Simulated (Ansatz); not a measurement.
LiF: pressure series

Start from LiF in the rock salt structure (space group Fm-3m, No. 225; a = 4.068 Å).

Cell and atoms are relaxed at each pressure.

Level of theory: PBE (Ansatz, a quantum-chemistry and plane-wave program; PAW; 420 eV plane waves; spin-orbit coupling left out).

```csv
P (GPa),V (Å³/atom)
-2.00,8.686
-1.00,8.545
0.89,8.307
2.09,8.173
4.49,7.932
14.99,7.171
22.49,6.791
29.99,6.489
```

Question: Fit a third-order Birch–Murnaghan equation of state.

Answer: Least squares on P(V) = (3B₀/2)[(V₀/V)^(7/3) − (V₀/V)^(5/3)]·[1 + (3/4)(B₀′ − 4)((V₀/V)^(2/3) − 1)] gives V₀ = 8.42 Å³/atom, B₀ = 67 GPa and B₀′ = 4.1.

Measured bulk modulus of LiF: 76.3 GPa (static lattice; corrected from measurement; as listed in Daniel Mejia-Rodriguez, S. B. Trickey, Phys. Rev. B (2018)); the computed value is 12 % below it.

Between the base and pressure 4.5 GPa the gap moves from 8.83 eV to 9.35 eV, a mean slope of 120 meV/GPa.

Load acts through the strain it causes; cell and atoms are relaxed under it. Stability against distortions was not tested. No other phases were tried under pressure.
